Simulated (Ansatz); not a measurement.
We consider antifluorite Mg2Ge, described by PBEsol (plane waves, PAW; Ansatz, an electronic-structure program).

Run with plane-wave cutoff 520 eV, 10×10×10 k mesh, Fermi–Dirac smearing 0.01 eV, scalar-relativistic PAW data made under PBE.

Cell (relaxed at this level):

```cif
data_GeMg2
_chemical_formula_sum 'Mg2 Ge1'
_space_group_name_H-M_alt 'P 1'
_space_group_IT_number 1
_cell_length_a 4.50025
_cell_length_b 4.50025
_cell_length_c 4.50025
_cell_angle_alpha 60.000
_cell_angle_beta 60.000
_cell_angle_gamma 60.000
loop_
_space_group_symop_operation_xyz
  'x, y, z'
loop_
_atom_site_label
_atom_site_type_symbol
_atom_site_fract_x
_atom_site_fract_y
_atom_site_fract_z
_atom_site_occupancy
Mg1 Mg 0.25000 0.25000 0.25000 1
Mg2 Mg 0.75000 0.75000 0.75000 1
Ge1 Ge 0.00000 0.00000 0.00000 1
```

Q: Estimate the bulk modulus, band gap, smallest direct gap on the k points sampled and pressure derivative B′ of the bulk modulus that the calculation returns.

A: 
- bulk modulus: 52.5 GPa
- band gap: 0.08 eV (indirect)
- smallest direct gap on the k points sampled: 1.03 eV
- pressure derivative B′ of the bulk modulus: 4.1

Measured, for comparison: band gap 0.74 eV (temperature not stated, not corrected to a static lattice, indirect, Γ–X; as tabulated in Ryu et al. (2019), arXiv:1905.06140).

Spin–orbit coupling is not included; it can close the smallest gap of 0.08 eV.
